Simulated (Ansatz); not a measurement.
# BHS + HF: a complex and its separated parts

Aim: how far the complex at one end of a reaction step lies below its separated, relaxed parts, level by level.

The runs use Ansatz 0.2.0, Gaussian basis; PBE0-D4/def2-TZVP structures, single points in def2-TZVPP, no counterpoise correction.

Levels: SPW92, PBE-D4, BLYP-D4, r2SCAN-D4, B97M-V, PBE0-D4, B3LYP-D4, r2SCAN0-D4, BHLYP-D4, CAM-B3LYP-D4, wB97X-V, wB97M-V, B2PLYP, PBE-QIDH, RPA on PBE, Hartree-Fock, MP2, CCSD, CCSD(T).

Cores are frozen in the correlated methods. B3LYP uses VWN-RPA correlation. B2PLYP carries no dispersion term here.

40 further runs of the same task are left out: 40 set aside as unsound or not needed.

## (1) Starting geometry

The complex: 5 atoms, charge 0, spin multiplicity 1.

Atoms are counted from 1 here; the program's logs count them from 0.

Bond lengths: B1–S3 1.604 Å, B1–H5 1.174 Å, F2–H4 0.929 Å. Angles: S3–B1–H5 179.8°.

Geometry (Å):

```mol
BFH2S
  3D, bonds by distance, orders not assigned

  5  3  0  0  0  0  0  0  0  0999 V2000
   -0.4999    0.9206    0.4814 B   0  0
    1.2350   -1.5617   -0.4070 F   0  0
   -1.3096    0.4999   -0.8380 S   0  0
    0.4843   -1.0899   -0.6840 H   0  0
    0.0903    1.2312    1.4475 H   0  0
  1  3  8  0
  1  5  8  0
  2  4  8  0
M  END
```

Its parts: BHS holds atoms 1, 3, 5; HF holds atoms 2, 4. Each part counts its atoms afresh in its own runs.

## (2) Relaxing BHS alone

The input, relax-a/in.yaml:

```yaml
crystal:
  periodic: [false, false, false]
  atoms:
    - {symbol: B, position_ang: [-0.499925, 0.920586, 0.481418]}
    - {symbol: S, position_ang: [-1.309603, 0.499870, -0.838036]}
    - {symbol: H, position_ang: [0.090252, 1.231187, 1.447514]}
basis:
  gaussian: {orbitals: def2-TZVP}
hamiltonian: {xc: pbe0, dispersion: d4}
relax: {f_tol: 0.005, max_steps: 200}
```

Started as:

```console
$ ansatz run in.yaml --threads 2 --pin off --events-out ev --progress --plain --max-ram 4352MiB
```

The runs that follow: Relaxing HF alone; SPW92/def2-TZVPP; PBE-D4/def2-TZVPP; BLYP-D4/def2-TZVPP; r2SCAN-D4/def2-TZVPP; B97M-V/def2-TZVPP; PBE0-D4/def2-TZVPP; B3LYP-D4/def2-TZVPP; r2SCAN0-D4/def2-TZVPP; BHLYP-D4/def2-TZVPP; CAM-B3LYP-D4/def2-TZVPP; wB97X-V/def2-TZVPP; wB97M-V/def2-TZVPP; B2PLYP/def2-TZVPP; PBE-QIDH/def2-TZVPP; RPA on PBE/def2-TZVPP; CCSD(T)/def2-TZVPP; CCSD(T)/def2-QZVPP; Vibrations of BHS; Vibrations of HF.

Q: Predict the outcome of this session. Wanted: complex less parts, CCSD(T)/def2-TZVPP; with zero-point energy; largest T1 diagnostic.

As calculated:

| quantity | value |
| --- | --- |
| complex less parts, CCSD(T)/def2-TZVPP | -11.8 kJ/mol |
| with zero-point energy | -7.3 kJ/mol |
| largest T1 diagnostic | 0.019 |

**Reading.** At CCSD(T) the complex lies 11.8 kJ/mol below its parts. B2PLYP is the best functional here (-0.6 kJ/mol from CCSD(T)); SPW92 is the worst (-15.3 kJ/mol). By rung, the mean size of the error is: LDA 15.3, GGA 6.3, meta-GGA 4.2, hybrid 4.4, range-separated hybrid 4.6, double hybrid 1.3 kJ/mol. PBE-D4 gives a relative energy 7.5 kJ/mol too low, an error of 63 % of the reference. No counterpoise was applied, and triple zeta lacks some correlation, so the CCSD(T) reference has a basis error of its own, and close matches with it are partly luck.
